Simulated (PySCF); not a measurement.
Structure elucidation problem

An unknown has the formula C6H10. Its calculated NMR data are:

$^{1}$H NMR (500 MHz, computed): δ 6.02 (m, 2H), 2.14 (m, 4H), 1.62 (m, 4H).

$^{13}$C{$^{1}$H} NMR (computed): δ 135.0 (CH, 2C), 29.7 (CH2, 2C), 26.4 (CH2, 2C).

- structure optimised with GFN2-xTB
- shieldings: GIAO PBE0/pcSseg-1
- code: PySCF 2.14.0 with density-fitted response routines
- averaged over atoms made equivalent by symmetry, fast rotation or ring inversion, no relativistic terms, one conformer, no solvent model

Chemical shifts δ = σref − σ; $^{1}$H (31.72 ppm), $^{13}$C (186.93 ppm) against TMS, all at this level.

Q: Which candidate is it?
A. C1=CCCCC1
B. C1C[C@H]2C[C@@H]1C2
C. C=C/C=C\CC
D. C1C[C@@H]2C[C@@H]2C1
E. C=C[C@@H]1C[C@H]1C
F. C#CC(C)(C)C

A: A. 

Rings plus π bonds: 2 (1 ring in the answer). 3 carbon signals for 6 carbons: some carbons are equivalent by symmetry or fast rotation. Carbon types of the structure: 2 × CH, 4 × CH2, which accounts for all hydrogens. δC 135.0: alkene CH; an sp2 carbon of a C=C bond. δC 29.7: allylic sp3 CH2; aliphatic region, no heteroatom directly attached. δC 26.4: sp3 CH2 in a ring; a saturated carbon with 2 carbon neighbours and no heteroatom attached. δH 6.02: hydrogen on an alkene CH; olefinic region. δH 2.14: hydrogen on an allylic sp3 CH2; allylic position.

The others: C=C/C=C\CC would give 6 carbon signals, not 3; C#CC(C)(C)C would give 4 carbon signals, not 3; C1C[C@H]2C[C@@H]1C2 would give 4 signals for carbon-bound and other non-exchanging H, not 3; C=C[C@@H]1C[C@H]1C would give 6 carbon signals, not 3; C1C[C@@H]2C[C@@H]2C1 would give 4 carbon signals, not 3.

Shifts are as computed. Against solution values, carbons near 30 ppm lie about +3 ppm off and those near 130 ppm about +5 ppm. Of 1211 compounds with measured shifts, 218 miss one by over three times the rms of a fit or turn the order of signals round; such compounds aren't used in these exercises. No couplings were computed; multiplicities are counted from neighbouring protons, with m where these are inequivalent, close in shift, in a saturated or five-membered ring or joined by F or P, and br s for small geminal =CH2 splittings.
